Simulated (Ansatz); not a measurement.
# How the TA phonon frequency at X of rock-salt KCl moves with the method

No measured value is used here.

```csv
level (code),value (cm⁻¹),cell (Å³/atom)
LDA (Ansatz),57,28.04
PBE (Ansatz),60,32.48
r²SCAN (Ansatz),___,31.15
```

Problem. Some entries are withheld; supply them.

Solution. 
- r²SCAN (Ansatz, an electronic-structure program), value (cm⁻¹): 59

Each level is taken at its own relaxed cell. Cutoffs differ between the levels. Ansatz's density-functional and Hartree–Fock values are scalar-relativistic unless marked +SOC, with PAW data made under PBE.
